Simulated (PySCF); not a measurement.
Molecule: SMILES C=C(C)[C@@H]1CN1, C₅H₉N.

Molfile (atoms numbered from 1):
```
C5H9N
     RDKit          3D

 15 15  0  0  0  0  0  0  0  0999 V2000
   -1.1895   -1.1960    0.2753 C   0  0  0  0  0  0  0  0  0  0  0  0
   -0.7666    0.0611    0.0986 C   0  0  0  0  0  0  0  0  0  0  0  0
   -1.6440    1.1391   -0.4629 C   0  0  0  0  0  0  0  0  0  0  0  0
    0.6165    0.5025    0.4367 C   0  0  2  0  0  0  0  0  0  0  0  0
    1.7278    0.2154   -0.5109 C   0  0  0  0  0  0  0  0  0  0  0  0
    1.6734   -0.4161    0.7936 N   0  0  0  0  0  0  0  0  0  0  0  0
   -0.5542   -1.9710    0.7134 H   0  0  0  0  0  0  0  0  0  0  0  0
   -2.2013   -1.4978   -0.0067 H   0  0  0  0  0  0  0  0  0  0  0  0
   -1.2097    1.5534   -1.3879 H   0  0  0  0  0  0  0  0  0  0  0  0
   -1.7331    1.9792    0.2457 H   0  0  0  0  0  0  0  0  0  0  0  0
   -2.6540    0.7695   -0.6862 H   0  0  0  0  0  0  0  0  0  0  0  0
    0.6558    1.4570    0.9793 H   0  0  0  0  0  0  0  0  0  0  0  0
    2.5329    0.9437   -0.6592 H   0  0  0  0  0  0  0  0  0  0  0  0
    1.4739   -0.3774   -1.3974 H   0  0  0  0  0  0  0  0  0  0  0  0
    1.3574   -1.3810    0.7123 H   0  0  0  0  0  0  0  0  0  0  0  0
  1  2  2  0
  2  3  1  0
  2  4  1  0
  4  5  1  0
  5  6  1  0
  6  4  1  0
  1  7  1  0
  1  8  1  0
  3  9  1  0
  3 10  1  0
  3 11  1  0
  4 12  1  1
  5 13  1  0
  5 14  1  0
  6 15  1  0
M  END
```

Geometry PBE0-D3(BJ)/def2-SVP throughout; GIAO in PySCF 2.14, gas phase, one conformer, non-relativistic; equivalent atoms averaged; basis pcSseg-1.

Task: How do the shifts δ (against TMS, NH3 at the same level) depend on the functional? (a selection of nuclei; ppm; last column core-seconds on shared hosts with different chips, so compare them loosely; the GGAs took longer than the global hybrids here, which isn't the general rule, and the cause wasn't traced)

Result: 
```tsv
functional	kind	C2	C4	C3	N6	H7	H9/H10/H11	H12	H14	H15	core-s
HF	Hartree–Fock	156.3	26.4	22.4	2.5	4.53	1.94	1.68	0.79	-0.01	8.2
LDA	LDA	162.7	38.7	25.2	35.1	4.55	2.01	2.16	1.11	0.34	17
PBE	GGA	155.8	37.0	25.3	30.6	4.51	1.99	2.04	1.06	0.25	22
BLYP	GGA	157.6	37.2	25.5	32.5	4.40	1.98	2.02	1.05	0.23	22
BP86	GGA	156.0	37.1	25.5	28.9	4.50	1.99	2.05	1.07	0.25	25
OPBE	GGA	147.2	35.4	24.6	25.9	4.63	1.98	2.02	1.06	0.31	22
KT2	GGA	147.4	35.1	24.5	25.8	4.39	1.97	1.97	1.01	0.10	22
KT3	GGA	144.5	34.6	24.4	25.6	4.40	1.95	1.94	1.00	0.16	21
B97-D	GGA	151.2	35.8	25.2	26.8	4.44	1.99	2.01	1.06	0.25	22
B3LYP	global hybrid	158.5	35.1	24.9	25.6	4.46	1.96	1.94	0.97	0.17	13
PBE0	global hybrid	156.7	34.4	24.6	22.2	4.57	1.96	1.93	0.96	0.17	15
mPW1PW91	global hybrid	156.6	34.3	24.6	21.8	4.56	1.96	1.92	0.97	0.18	14
WP04	global hybrid	155.4	36.4	25.3	21.7	4.36	1.88	1.91	1.04	0.34	11
B97-2	global hybrid	153.2	34.0	24.6	21.1	4.53	1.96	1.92	0.97	0.18	10
BHandHLYP	global hybrid	158.7	31.9	23.9	16.9	4.49	1.94	1.83	0.88	0.09	11
CAM-B3LYP	range-separated hybrid	160.8	33.8	24.1	23.3	4.51	1.92	1.91	0.95	0.16	14
wB97X-D	range-separated hybrid	157.6	33.8	24.4	19.2	4.57	1.93	1.89	0.96	0.15	13
LC-wPBE	range-separated hybrid	160.0	32.8	23.6	18.1	4.69	1.89	1.89	0.97	0.20	19
```

Task: Which nucleus among those listed moves most, in ppm?

Result: N6 (amine nitrogen): from 2.5 ppm with HF to 35.1 ppm with LDA. The smallest spread is 0.13 ppm, at H9/H10/H11. Proton shifts span only some 12 ppm, so a few tenths of a ppm matter as much there as several ppm in carbon.
